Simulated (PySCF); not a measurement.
Stretching CF⁻

Set-up: PySCF, no relativity, basis sets C aug-cc-pVDZ, F aug-cc-pVDZ. Energies in eV from C + F⁻ in their ground configurations at the same level. State: ³Σ⁻ (triplet), unpaired electrons π ↑↑.

```tsv
R (Å)	UHF-SCS-MP2	MN15
1.243	-1.486	-2.496
1.300	-1.858	-2.792
1.358	-2.083	-2.940
1.402	-2.182	-2.983
1.445	-2.234	-2.984
1.488	-2.252	-2.954
1.546	-2.234	-2.880
1.618	-2.164	-2.752
1.705	-2.036	-2.569
1.821	-1.824	-2.308
```

Problem. Put a parabola through the three lowest points of the UHF-SCS-MP2 curve and estimate Re, k and ωe (reduced mass 7.355 u; 1 eV/Å² = 0.16022 mdyn/Å; ωe = 1302.8·√(k/μ) cm⁻¹).

Solution. Through R = 1.445, 1.488, 1.546 Å the second-order coefficient is 7.22 eV/Å², so Re ≈ 1.495 Å, k ≈ 2.31 mdyn/Å and ωe ≈ 731 cm⁻¹. A polynomial fit of higher order to the unrounded UHF-SCS-MP2 energies gives Re = 1.493 Å, k = 2.26 mdyn/Å, ωe = 722 cm⁻¹; anharmonicity and rounding make the difference.

The higher-order fit for each curve: UHF-SCS-MP2: Re = 1.493 Å, ωe = 722 cm⁻¹, De = 2.25 eV; MN15: Re = 1.424 Å, ωe = 838 cm⁻¹, De = 2.99 eV.

Correlated steps freeze 2 core orbitals. Correlated levels converge slowly with the basis: in double zeta they bind strong bonds too weakly, by up to about 1 eV, and carry superposition errors of some tenths. For an ion De counts to the pair picked by the measured ionisation energies or electron affinities, which need not be the lowest pair at this level. The highest Kohn–Sham level is positive in this anion. Much of that is self-interaction error, but it also means that the finite basis helps to hold the extra electron. The state was picked by a PBE0 search and need not be the measured ground state.
